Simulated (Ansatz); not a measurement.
System: tetradymite Bi2Te3. Method: r²SCAN+rVV10 in Ansatz (PAW).

Run with plane-wave cutoff 500 eV, 10×10×10 k mesh, Fermi–Dirac smearing 0.05 eV, scalar-relativistic PAW data made under PBE.

Cell (relaxed at this level):

```cif
data_Bi2Te3
_chemical_formula_sum 'Bi2 Te3'
_space_group_name_H-M_alt 'P 1'
_space_group_IT_number 1
_cell_length_a 10.77374
_cell_length_b 10.77374
_cell_length_c 10.77374
_cell_angle_alpha 23.533
_cell_angle_beta 23.533
_cell_angle_gamma 23.533
loop_
_space_group_symop_operation_xyz
  'x, y, z'
loop_
_atom_site_label
_atom_site_type_symbol
_atom_site_fract_x
_atom_site_fract_y
_atom_site_fract_z
_atom_site_occupancy
Bi1 Bi 0.60170 0.60170 0.60170 1
Bi2 Bi 0.39830 0.39830 0.39830 1
Te1 Te 0.78612 0.78612 0.78612 1
Te2 Te 0.21388 0.21388 0.21388 1
Te3 Te 0.00000 0.00000 0.00000 1
```

Predict the band gap.


- band gap = 0.68 eV (on the SCF k mesh)

Spin–orbit coupling is not included; with these elements it can move the gap by several tenths of an eV or more.

It cost roughly 8 core-minutes of CPU time.

Ansatz is a program for electronic structure.
